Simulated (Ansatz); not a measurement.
**BCl2+ (SMILES Cl[B+]Cl): one structure at several levels**

The atoms stand at a structure displaced at random from a GFN2-xTB minimum. How far do the functionals agree with CCSD(T) there?

The runs use Ansatz 0.2.0, Gaussian basis; single points in def2-TZVPP.

Correlated methods freeze the cores.

### 1 The starting structure

3 atoms, charge 1, spin multiplicity 1.

Atoms are counted from 1 here; the program's logs count them from 0.

Bond lengths: Cl1–B2 1.489 Å, B2–Cl3 1.525 Å. Angles: Cl1–B2–Cl3 175.9°.

Coordinates:

```
Cl   -1.16870    0.80520   -0.47200
B     0.03980    0.05700   -0.02790
Cl    1.22960   -0.71980    0.52470
```

### 2 CCSD(T)/def2-TZVPP

Contents of run/in.yaml:

```yaml
crystal:
  periodic: [false, false, false]
  atoms:
    - {symbol: Cl, position_ang: [-1.168700, 0.805200, -0.472000]}
    - {symbol: B, position_ang: [0.039800, 0.057000, -0.027900]}
    - {symbol: Cl, position_ang: [1.229600, -0.719800, 0.524700]}
basis:
  gaussian: {orbitals: def2-TZVPP}
total_charge: 1
correlation: {method: ccsd_t}
output: {forces: true}
```

Command:

```
$ ansatz run in.yaml --threads 4 --pin off --events-out ev --progress --plain --max-ram 5222MiB
```

### 3 PBE0-D4/def2-TZVPP

Changes to run/in.yaml since step 2:

```diff
@@ -9,3 +9,3 @@
 total_charge: 1
-correlation: {method: ccsd_t}
-output: {forces: true}
+hamiltonian: {xc: pbe0, dispersion: d4}
+output: {forces: true, orbitals: {seedname: orbitals}}
```

### 4 wB97M-V/def2-TZVPP

Changes to run/in.yaml since step 3:

```diff
@@ -9,3 +9,3 @@
 total_charge: 1
-hamiltonian: {xc: pbe0, dispersion: d4}
-output: {forces: true, orbitals: {seedname: orbitals}}
+hamiltonian: {xc: {name: wB97M-V}}
+output: {forces: true}
```

### 5 r2SCAN-D4/def2-TZVPP

Changes to run/in.yaml since step 4:

```diff
@@ -9,3 +9,3 @@
 total_charge: 1
-hamiltonian: {xc: {name: wB97M-V}}
+hamiltonian: {xc: r2scan, dispersion: d4}
 output: {forces: true}
```

### 6 PBE-D4/def2-TZVPP

Changes to run/in.yaml since step 5:

```diff
@@ -9,3 +9,3 @@
 total_charge: 1
-hamiltonian: {xc: r2scan, dispersion: d4}
+hamiltonian: {xc: pbe, dispersion: d4}
 output: {forces: true}
```

### 7 SPW92/def2-TZVPP

Changes to run/in.yaml since step 6:

```diff
@@ -9,3 +9,3 @@
 total_charge: 1
-hamiltonian: {xc: pbe, dispersion: d4}
+hamiltonian: {xc: lda}
 output: {forces: true}
```

### 8 wB97X-V/def2-TZVPP

Changes to run/in.yaml since step 7:

```diff
@@ -9,3 +9,3 @@
 total_charge: 1
-hamiltonian: {xc: lda}
+hamiltonian: {xc: {name: wB97X-V}}
 output: {forces: true}
```

(Steps that only read results are left out.)

Q: Predict the outcome of this session. Wanted: energy less free atoms, CCSD(T)/def2-TZVPP; RMS force component; RMS force error; HOMO and LUMO, PBE0-D4; T1 diagnostic.

The runs gave:

```
                                  quantity                                                                                         value
energy less free atoms, CCSD(T)/def2-TZVPP                                                                                -15.2 kcal/mol
                       RMS force component                                                          2.716 to 3.054 eV/Å over the methods
                           RMS force error  PBE0-D4 0.224, wB97M-V 0.165, r2SCAN-D4 0.186, PBE-D4 0.070, SPW92 0.349, wB97X-V 0.141 eV/Å
                    HOMO and LUMO, PBE0-D4                                                                           -17.21 and -7.87 eV
                             T1 diagnostic                                                                                         0.012
```

Against CCSD(T) the functionals' energies less atoms differ by -53.1 to -8.4 kcal/mol, PBE-D4 by -21.4 kcal/mol. A larger basis would deepen the CCSD(T) value, while the functionals are nearly converged already, so the order here is not reliable. The forces of PBE-D4 come nearest to CCSD(T), those of SPW92 are farthest. Frozen-core CCSD(T) forces in triple zeta carry basis errors of their own, and this is one geometry, so small gaps rank nothing.
